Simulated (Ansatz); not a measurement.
**CH6FN3: up Jacob's ladder to CCSD(T)**

An exercise on one series of results from a longer session: the logs are not shown, and one member is left open.

The runs use Ansatz 0.2.0, Gaussian basis; functionals in def2-TZVPP, the program's frozen cores in correlated methods.

The runs, in order: LDA (SPW92), PBE-D4, revPBE-D4, BLYP-D4, r2SCAN-D4, B97M-V, PBE0-D4, B3LYP-D4, r2SCANh-D4, r2SCAN0-D4, HSE06-D4, BHLYP-D4, CAM-B3LYP-D4, LC-ωPBE, ωB97X-V, ωB97M-V, B2PLYP, PBE-QIDH; CCSD(T)/def2-SVP; CCSD(T)/def2-TZVPP; MP2/def2-QZVPP; extrapolation to the limit; RPA on PBE.

### The geometry

All runs share one geometry, relaxed beforehand with PBE0-D4 in a triple-zeta def2 set.

11 atoms, charge 0, spin multiplicity 1.

Atoms are counted from 1 here; the program's logs count them from 0.

Bond lengths: N1–C2 1.439 Å, N1–H6 1.011 Å, N1–H7 1.011 Å, C2–N3 1.408 Å, C2–N4 1.439 Å, C2–F5 1.401 Å, N3–H8 1.010 Å, N3–H9 1.010 Å, N4–H10 1.011 Å, N4–H11 1.011 Å. Angles: C2–N1–H6 110.5°, C2–N1–H7 110.1°, H6–N1–H7 109.4°, N1–C2–N3 107.8°, N1–C2–N4 120.1°, N1–C2–F5 103.9°, N3–C2–N4 107.8°, N3–C2–F5 113.5°, N4–C2–F5 103.8°, C2–N3–H8 110.8°, C2–N3–H9 110.8°, H8–N3–H9 111.4°, C2–N4–H10 110.5°, C2–N4–H11 110.1°, H10–N4–H11 109.4°.

The first run:

Contents of in.yaml:

```yaml
crystal:
  periodic: [false, false, false]
  atoms:
    - {symbol: N, position_ang: [-0.266321, 1.274345, 0.385365]}
    - {symbol: C, position_ang: [0.287082, 0.007692, -0.013905]}
    - {symbol: N, position_ang: [0.235553, -0.854654, 1.097985]}
    - {symbol: N, position_ang: [-0.261342, -0.696075, -1.142674]}
    - {symbol: F, position_ang: [1.591507, 0.323581, -0.417081]}
    - {symbol: H, position_ang: [-0.192073, 1.946038, -0.367001]}
    - {symbol: H, position_ang: [-1.237774, 1.163269, 0.642732]}
    - {symbol: H, position_ang: [0.666549, -1.742295, 0.882989]}
    - {symbol: H, position_ang: [0.661818, -0.423393, 1.905586]}
    - {symbol: H, position_ang: [-0.187116, -0.134346, -1.980342]}
    - {symbol: H, position_ang: [-1.232383, -0.921162, -0.973254]}
basis:
  gaussian: {orbitals: def2-TZVPP}
hamiltonian: {xc: lda}
output: {orbitals: {seedname: orbitals}}
```

The run is started by

```bash
$ ansatz run in.yaml --threads 4 --pin off --events-out ev --progress --plain --max-ram 10444MiB
```

Among the steps run: LDA; PBE-D4 (GGA); revPBE-D4 (GGA); BLYP-D4 (GGA); r2SCAN-D4 (meta-GGA); B97M-V (meta-GGA); B3LYP-D4 (hybrid); r2SCANh-D4 (hybrid); r2SCAN0-D4 (hybrid); HSE06-D4 (hybrid); BHLYP-D4 (hybrid); CAM-B3LYP-D4 (range-separated); LC-ωPBE (range-separated); ωB97X-V (range-separated); ωB97M-V (range-separated); B2PLYP (double hybrid); PBE-QIDH (double hybrid).

One table of the session follows, with a row left open; its other results are not shown here.

It belongs to the step «Orbital energies across the functionals». 

| functional | HOMO (eV) | LUMO (eV) | gap (eV) |
| --- | --- | --- | --- |
| LDA (SPW92) | -5.60 | -0.16 | 5.45 |
| PBE-D4 | -5.44 | -0.01 | 5.42 |
| revPBE-D4 | -5.37 | 0.06 | 5.43 |
| BLYP-D4 | ? | ? | ? |
| r2SCAN-D4 | -5.77 | 0.76 | 6.53 |
| B97M-V | -5.92 | 0.18 | 6.10 |
| PBE0-D4 | -6.98 | 0.80 | 7.78 |
| B3LYP-D4 | -6.76 | 0.42 | 7.18 |
| r2SCANh-D4 | -6.34 | 0.99 | 7.34 |
| r2SCAN0-D4 | -7.21 | 1.32 | 8.53 |
| HSE06-D4 | -6.57 | 0.44 | 7.01 |
| BHLYP-D4 | -8.48 | 1.35 | 9.84 |
| CAM-B3LYP-D4 | -8.49 | 1.50 | 9.99 |
| LC-ωPBE | -9.88 | 2.85 | 12.74 |
| ωB97X-V | -9.50 | 2.64 | 12.14 |
| ωB97M-V | -9.41 | 2.16 | 11.57 |

**Question.** Estimate the row for BLYP-D4.

Worked estimate for «HOMO (eV)». Against the share of exact exchange, B3LYP-D4 (0.2, -6.76), BHLYP-D4 (0.5, -8.48) give a slope of -5.73 per unit share; at 0 the line stands at -5.61.

**Answer.** HOMO (eV): -5.36; LUMO (eV): -0.07; gap (eV): 5.28. In «HOMO (eV)» the line misses by -0.25.
